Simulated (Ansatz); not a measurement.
A calculation with Ansatz (development build ahead of 0.2.0).

```yaml
crystal:
  periodic: [false, false, false]
  atoms:
    - { symbol: B, position_ang: [0.0, 0.0, 0.0] }
    - { symbol: Al, position_ang: [1.09098, 1.45464, 3.1494] }
basis:
  gaussian: { orbitals: "6-31G" }
total_charge: 1
magnetization:
  initial_magnetization: 1
hamiltonian:
  xc: hf
correlation:
  method: fci
  frozen_orbitals: { Al: 5, B: 1 }
```

The input is written out in the form of the current development build from the run's settings.

The run gave:

```yaml
Converged: yes
Total_energy: -266.27038 hartree
State: lowest doublet root, of any spatial symmetry
```
